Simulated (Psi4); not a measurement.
A ladder of methods for C2H5FO (methoxymethyl fluoride)

C2H5FO: 9 atoms, total charge 0, spin state singlet. SMILES: `COCF`. Geometry: optimised at PBE0/def2-TZVP. This is one conformer, not always the lowest.

Each level gives the HOMO–LUMO gap (eV). The values are calculated.

```json
{"level": "PBE-D4/def2-TZVPP (density fitting)", "kind": "GGA", "program": "Psi4", "value (eV)": "7.54", "CPU time": "43 s"}
{"level": "r2SCAN-D4/def2-TZVPP (density fitting)", "kind": "meta-GGA", "program": "Psi4", "value (eV)": "8.64", "CPU time": "93 s"}
{"level": "B3LYP-D4/def2-TZVPP (density fitting)", "kind": "global hybrid", "program": "Psi4", "value (eV)": "9.40", "CPU time": "41 s"}
{"level": "PBE0-D4/def2-TZVPP (density fitting)", "kind": "global hybrid", "program": "Psi4", "value (eV)": "10.00", "CPU time": "36 s"}
{"level": "wB97M-V/def2-TZVPP (density fitting)", "kind": "range-separated hybrid", "program": "Psi4", "value (eV)": "13.93", "CPU time": "1.8 min"}
```

The values span 7.54 to 13.93 eV. Orbital gaps aren't excitation energies; they tend to grow with the share of exact exchange. CPU times are rough (shared hosts, several kinds of processor): they show what a rung costs within a factor of a few.
